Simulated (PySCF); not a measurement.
**Working out the ionisation energy of C**

C [He] 2s2 2p2 (3P) → C+ [He] 2s2 2p1 (2P). Computed with PySCF 2.14 in x2c-TZVPPall, with the spin-free X2C one-electron Hamiltonian (Gaussian nucleus). Frozen: nothing. Energies in hartree (1 hartree = 27.21139 eV):

```
            part   C (lower)  C+ (upper)
             UHF  -37.707437  -37.310662
CCSD correlation   -0.103457   -0.090234
             (T)   -0.002164   -0.001320
```

Q: What does Hartree-Fock give?

A: (-37.310662) − (-37.707437) = 0.396775 hartree = 10.797 eV.

Q: What do CCSD and CCSD(T) give?

A: The CCSD correlation energies differ by 0.013223 hartree = 0.360 eV and the triples by 0.000844 hartree = 0.023 eV, so CCSD gives 11.157 eV and CCSD(T) 11.180 eV.

Measured between the centres of the two terms (NIST): 11.262 eV, so CCSD(T) (valence and next inner shell) is off by -0.082 eV.

What remains against the reference includes basis incompleteness and higher excitations.
